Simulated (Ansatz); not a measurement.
C4H6S (`C=C1CCS1`), relaxed with RKS PBE0-D4/def2-TZVP in the Gaussian-basis code of Ansatz from a PBE-D4/def2-SVP geometry. The force threshold is 0.005 eV/Å; the program also tests the step.

Total charge 0; spin multiplicity 1.

Start:

```xyz
11

C     0.371   -1.871   -0.667
C     0.321   -0.568   -0.347
C    -0.616    0.251    0.524
C     0.078    1.611    0.265
S     1.357    0.811   -0.817
H     1.145   -2.279   -1.333
H    -0.384   -2.565   -0.264
H    -1.673    0.217    0.185
H    -0.594   -0.057    1.590
H     0.523    2.096    1.155
H    -0.529    2.353   -0.290
```

Problem. By how much does the energy fall, and how many steps does the optimiser take? (An estimate is asked.)

Solution. The calculation gave: 5.94 kJ/mol, in 5 steps.

Problem. Which bonds change most? (An estimate is asked.)

Solution. Ansatz gave: C4–S5 from 1.856 to 1.829 Å; C2–S5 from 1.788 to 1.763 Å; C1–C2 from 1.343 to 1.324 Å; C4–H11 from 1.107 to 1.089 Å.

Problem. Give the relaxed structure. (Best estimate.)

Solution. Ansatz gave: 
```xyz
11

C     0.368   -1.851   -0.658
C     0.316   -0.565   -0.348
C    -0.614    0.249    0.516
C     0.081    1.599    0.262
S     1.326    0.802   -0.815
H     1.131   -2.253   -1.312
H    -0.366   -2.540   -0.255
H    -1.651    0.222    0.174
H    -0.595   -0.056    1.565
H     0.525    2.062    1.142
H    -0.522    2.332   -0.272
```
